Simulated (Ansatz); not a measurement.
A run of Ansatz (development build ahead of 0.2.0) on doublet C5H4N at this shape:

```yaml
atoms:
  - { symbol: N, position_ang: [0.0000, 0.0000, 1.4247] }
  - { symbol: C, position_ang: [0.0000, 0.0000, -1.3862] }
  - { symbol: C, position_ang: [0.0000, 1.1443, 0.7203] }
  - { symbol: C, position_ang: [0.0000, -1.1443, 0.7203] }
  - { symbol: C, position_ang: [0.0000, -1.1964, -0.6729] }
  - { symbol: C, position_ang: [0.0000, 1.1964, -0.6729] }
  - { symbol: H, position_ang: [0.0000, 0.0000, -2.4731] }
  - { symbol: H, position_ang: [0.0000, 2.0607, 1.3075] }
  - { symbol: H, position_ang: [0.0000, -2.0607, 1.3075] }
  - { symbol: H, position_ang: [0.0000, -2.1553, -1.1831] }
```

Its results:

```
Converged                       : yes
Total energy                    : -246.13765 hartree
Spin squared of the determinant : 1.422
Stability test                  : minimum
```

Which input gives this output? Name the method, the orbitals and the basis set, and write the input.

UHF in def2-TZVP.

```yaml
crystal:
  periodic: [false, false, false]
  atoms:
    - { symbol: "N", position_ang: [0.0, 0.0, 1.4247] }
    - { symbol: C, position_ang: [0.0, 0.0, -1.3862] }
    - { symbol: C, position_ang: [0.0, 1.1443, 0.7203] }
    - { symbol: C, position_ang: [0.0, -1.1443, 0.7203] }
    - { symbol: C, position_ang: [0.0, -1.1964, -0.6729] }
    - { symbol: C, position_ang: [0.0, 1.1964, -0.6729] }
    - { symbol: H, position_ang: [0.0, 0.0, -2.4731] }
    - { symbol: H, position_ang: [0.0, 2.0607, 1.3075] }
    - { symbol: H, position_ang: [0.0, -2.0607, 1.3075] }
    - { symbol: H, position_ang: [0.0, -2.1553, -1.1831] }
basis:
  gaussian: { orbitals: def2-TZVP }
magnetization:
  spin_polarized: true
  initial_magnetization: 1
hamiltonian:
  xc: hf
```

Caution: the unrestricted determinant is spin contaminated.
